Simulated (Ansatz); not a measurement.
A nudged elastic band was laid between two geometries of C2H4NO (8 atoms, charge 1, multiplicity 1).

All numbers below come from Ansatz, RKS PBE/6-31G*.

| Item | Value |
| --- | --- |
| movable images | 7 |
| climbing image | yes |
| spring | 5.0 eV/Å² |
| optimiser | quadratic models (default) |
| start path | IDPP |
| force threshold | 0.05 eV/Å |
| iteration limit | 57 |
| end points | relaxed |

First end point:

```xyz
8
Properties=species:S:1:pos:R:3
N 0.284 1.268 -0.592
C -0.097 0.401 0.338
C -0.451 -0.937 0.193
O 0.231 -1.989 0.420
H 0.627 0.975 -1.508
H 0.179 2.273 -0.441
H -0.455 0.817 1.296
H -0.319 -2.809 0.295
```

Last end point:

```xyz
8
Properties=species:S:1:pos:R:3
N 0.281 1.270 -0.593
C -0.095 0.400 0.335
C -0.449 -0.938 0.191
O 0.232 -1.990 0.421
H 0.179 2.275 -0.437
H 0.623 0.980 -1.511
H -0.450 0.812 1.296
H -0.320 -2.810 0.297
```

Q: What changes between the two ends?

A: No bond is made or broken. The dihedral H6–N1–C2–C3 goes from 157 to -19°. The two ends are copies of one structure, up to a mirror image or an exchange of like atoms.

Q: Give the energies along the band, and the barrier.

A: The run converged. The highest image is number 5 of 0 to 8, 14.8 kcal/mol above the ends, which have the same energy within 2 meV. The profile has 2 maxima (images 3, 5) with wells between them (image 4): this band takes more than one step, which may be the mechanism or a detour left from its start path. A vibrational analysis at the climbing image gives one clearly imaginary mode, 268i cm⁻¹: a first-order saddle point. Limits of this set-up: the dipole of an ion depends on the origin.

| image | path coordinate (Å) | energy (kcal/mol) | dihedral H6–N1–C2–C3 (°) |
| --- | --- | --- | --- |
| 0 | 0.00 | 0.0 | 157 |
| 1 | 0.71 | 3.2 | 132 |
| 2 | 1.43 | 10.5 | 108 |
| 3 | 2.14 | 12.6 | 114 |
| 4 | 2.86 | 8.6 | 100 |
| 5 | 3.57 | 14.8 | 55 |
| 6 | 4.26 | 12.2 | 27 |
| 7 | 4.96 | 8.0 | -9 |
| 8 | 5.66 | 0.0 | -19 |

Q: What is the geometry of the highest image?

A: 
```xyz
8
Properties=species:S:1:pos:R:3
N 0.356 1.175 -0.470
C 0.339 0.372 0.701
C -0.116 -0.811 0.378
O -0.497 -1.910 -0.087
H 1.220 1.195 -1.021
H -0.504 1.293 -1.006
H 0.687 0.702 1.688
H -1.486 -2.017 -0.182
```

Run time: 8.4 min on 1 thread of Intel(R) Xeon(R) Processor @ 2.50GHz (Skylake/Cascade Lake) (shared host), peak memory 0.13 GiB.
